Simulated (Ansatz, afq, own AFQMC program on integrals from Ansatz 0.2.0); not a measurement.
# Atomization energy of C₂H₈ClNSi₂, singlet

```json
{"atom": "C", "x (Å)": "-1.6489", "y (Å)": "-0.8315", "z (Å)": "1.2670"}
{"atom": "C", "x (Å)": "-1.1704", "y (Å)": "-1.5796", "z (Å)": "0.2658"}
{"atom": "Si", "x (Å)": "0.0977", "y (Å)": "-0.9623", "z (Å)": "-0.9605"}
{"atom": "N", "x (Å)": "0.3071", "y (Å)": "0.7758", "z (Å)": "-0.8703"}
{"atom": "Si", "x (Å)": "1.5272", "y (Å)": "1.6929", "z (Å)": "-0.0737"}
{"atom": "Cl", "x (Å)": "0.9612", "y (Å)": "2.2806", "z (Å)": "1.8469"}
{"atom": "H", "x (Å)": "-2.3903", "y (Å)": "-1.2150", "z (Å)": "1.9772"}
{"atom": "H", "x (Å)": "-1.3102", "y (Å)": "0.1984", "z (Å)": "1.4290"}
{"atom": "H", "x (Å)": "-1.5409", "y (Å)": "-2.6090", "z (Å)": "0.1615"}
{"atom": "H", "x (Å)": "-0.3346", "y (Å)": "-1.3357", "z (Å)": "-2.3434"}
{"atom": "H", "x (Å)": "1.4383", "y (Å)": "-1.5680", "z (Å)": "-0.6974"}
{"atom": "H", "x (Å)": "-0.4782", "y (Å)": "1.3191", "z (Å)": "-1.2238"}
{"atom": "H", "x (Å)": "2.7412", "y (Å)": "0.8490", "z (Å)": "0.0648"}
{"atom": "H", "x (Å)": "1.7878", "y (Å)": "2.9559", "z (Å)": "-0.8143"}
```

Atoms in their ground-state spins without spin–orbit coupling (mostly on UHF) minus the molecule (RHF), without zero-point energy. The geometry is a stationary point, not shown to be a minimum.

Basis def2-SVP. Only valence electrons are correlated. Integrals, coupled cluster, full CI and functionals: Ansatz 0.2.0; the random walks run on the same integrals in our own AFQMC program. The CISD trial takes its coefficients from CCSD amplitudes. Released means that phaseless walkers are propagated on without the constraint, phases kept. Error bars are statistical, one sigma. The errors of all members are added in quadrature.

No full CI on the walks' own integrals is used here. The released AFQMC energy serves as the reference, which it does only where one determinant dominates, the energy is flat over the last release times and near the phaseless one (40 meV or 2 meV an electron, half that with transition metals). On small molecules, where full CI could be run and the noise was under 10 meV, such values lay within 10 meV of it in 19 cases of 20, a flattering rate, since the rule was set on those same cases; what remains of the bias isn't in the error bar. Each member takes its own surest rung, up to full CI.

The best estimate is CCSD(T) at the basis-set limit (CBS: def2-TZVPP and def2-QZVPP, with their diffuse functions for anions and beside diffuse sets, MP2 extrapolated, CCSD(T) minus MP2 from TZVPP) plus the step from CCSD(T) to AFQMC with the constraint released in def2-SVP. Rows without CBS are in def2-SVP, the functionals in def2-TZVP; B2PLYP and the wave-function rows carry a basis error of their own. Core correlation and relativity beyond core potentials are missing, and ± holds the sampling alone.

Cautions: C₂H₈ClNSi₂ (singlet): the released value is read at 0.63 1/Eh with a noise of 23 meV, more than in the cases checked, later times being too noisy (meV from the phaseless value at times in 1/Eh: -24 ± 24 at 0.21, -55 ± 19 at 0.42, -56 ± 23 at 0.63, -40 ± 33 at 0.90); other spins of the molecule weren't checked.

```
  level  atomization energy (kJ/mol)
   CCSD                       4694.4
wB97M-V                       5081.9
    MP2                       4776.9
```

(1) From these cheaper values, estimate the atomization energy at the level of the best estimate.

(1) 5083.2 ± 2.2 kJ/mol (best estimate, highest rung released AFQMC).

```json
{"level": "HF", "atomization energy (kJ/mol)": "3745.2", "error against the best estimate (kJ/mol)": "-1338.0 ± 2.2"}
{"level": "CCSD(T)", "atomization energy (kJ/mol)": "4744.6", "error against the best estimate (kJ/mol)": "-338.6 ± 2.2"}
{"level": "ph-AFQMC/CISD", "atomization energy (kJ/mol)": "4747.1 ± 1.4", "error against the best estimate (kJ/mol)": "-336.1 ± 2.7"}
{"level": "released AFQMC", "atomization energy (kJ/mol)": "4751.4 ± 2.2", "error against the best estimate (kJ/mol)": "-331.8"}
{"level": "HF/CBS", "atomization energy (kJ/mol)": "3768.8", "error against the best estimate (kJ/mol)": "-1314.4 ± 2.2"}
{"level": "MP2/CBS", "atomization energy (kJ/mol)": "5132.0", "error against the best estimate (kJ/mol)": "48.8 ± 2.2"}
{"level": "CCSD(T)/CBS", "atomization energy (kJ/mol)": "5076.4", "error against the best estimate (kJ/mol)": "-6.8 ± 2.2"}
{"level": "PBE", "atomization energy (kJ/mol)": "5073.8", "error against the best estimate (kJ/mol)": "-9.4 ± 2.2"}
{"level": "r2SCAN", "atomization energy (kJ/mol)": "5050.6", "error against the best estimate (kJ/mol)": "-32.6 ± 2.2"}
{"level": "PBE0", "atomization energy (kJ/mol)": "5019.5", "error against the best estimate (kJ/mol)": "-63.7 ± 2.2"}
{"level": "B3LYP", "atomization energy (kJ/mol)": "5003.6", "error against the best estimate (kJ/mol)": "-79.6 ± 2.2"}
{"level": "B2PLYP", "atomization energy (kJ/mol)": "4983.5", "error against the best estimate (kJ/mol)": "-99.7 ± 2.2"}
```

Correlation beyond CCSD(T) adds 6.8 ± 2.2 kJ/mol. Going to the basis-set limit adds 331.8 kJ/mol at CCSD(T). The perturbative (T) step is worth +50.2 kJ/mol. The functionals spread over 98.5 kJ/mol; wB97M-V and PBE come nearest and B2PLYP is 99.7 kJ/mol too low.

Best estimates are given only where the step beyond CCSD(T) is under 0.3 eV and no member's determinant is very poor (T1 over 0.05, or 0.07 for open shells, ⟨S²⟩ too high by 0.3, two states mixed), so the hardest cases are missing from such tables.

The functionals ran in a triple-zeta set and keep a basis error of their own, a few kJ/mol for each bond in atomization energies and more for double hybrids, so close places among them and the extrapolated levels can swap.

Each member of a difference takes its own highest rung, so a best estimate needn't equal the limit plus the step of one row. Released energies are given only where the last usable release times agree within the noise; a slower fall can still hide under it.
